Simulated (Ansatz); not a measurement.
Solid chlorine

The numbers are results of rVV10 (plane waves, PAW; Ansatz, an electronic-structure program), not measurements.

Run with plane-wave cutoff 520 eV, 10×10×4 k mesh (along the axes of the cell as run), Fermi–Dirac smearing 0.01 eV, scalar-relativistic PAW data made under PBE.

Cell: relaxed at this level.

For solid chlorine, the equilibrium volume per atom comes out as 25.50 Å³/atom and the bulk modulus B0 is 13.5 GPa. The lattice parameter a is 6.349 Å and the lattice parameter b comes out as 3.989 Å. The c axis length is 8.054 Å and the band gap is 1.97 eV.

Note: the bulk modulus comes from volumes at which shape and atoms were relaxed.

Static lattice: no zero-point or thermal effects.

Computing time: roughly 4 core-minutes.
